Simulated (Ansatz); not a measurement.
Geometry optimisation, UKS B3LYP/cc-pVDZ (Ansatz 0.2.0).

Input file:

```yaml
crystal:
  periodic: [false, false, false]
  atoms:
    - { symbol: Si, position_ang: [0.0, 0.0, 0.0] }
    - { symbol: Cl, position_ang: [0.0, 0.0, 2.38] }
    - { symbol: H, position_ang: [1.3768, 0.0, -0.4862] }
    - { symbol: H, position_ang: [-0.6877, 1.1914, -0.4862] }
    - { symbol: H, position_ang: [-0.6877, -1.1914, -0.4862] }
    - { symbol: H, position_ang: [0.0, 0.0, 4.05] }
magnetization:
  spin_polarized: true
  initial_magnetization: 1
basis:
  gaussian: { orbitals: cc-pVDZ }
hamiltonian:
  xc: b3lyp
relax:
  f_tol: 0.15
  max_steps: 25
  restrain:
    - { distance: [1, 5], at: 2.57, k: 30.0 }
    - { distance: [0, 1], at: 2.13, k: 30.0 }
```

Launched with:

```bash
$ ansatz run input.yaml --threads 1 --pin off --max-ram 2048MiB --backend cpu --events-out ev --progress --plain --runs-dir out
```

Q: Where does it end, and by what steps?

A: The forces met the threshold. The restraints hold the end off the free minimum. After 3 steps the energy has fallen by 0.584 eV (the restraints' own energy left out); H6 moved furthest, 0.56 Å.

```csv
step,energy less start (eV),largest force component (eV/Å),accepted
0,0.0000,0.762,yes
1,-0.3673,1.310,yes
2,-0.5208,0.671,yes
3,-0.5843,0.385,yes
```

```xyz
6
Properties=species:S:1:pos:R:3
Si 0.003 0.000 -0.084
Cl 0.034 0.000 2.038
H 1.422 0.000 -0.549
H -0.716 1.233 -0.521
H -0.716 -1.233 -0.521
H -0.025 0.000 4.609
```

Run time: 8.8 s on 1 thread of Intel(R) Xeon(R) Platinum 8488C (Sapphire Rapids) (shared host), peak memory 0.15 GiB.
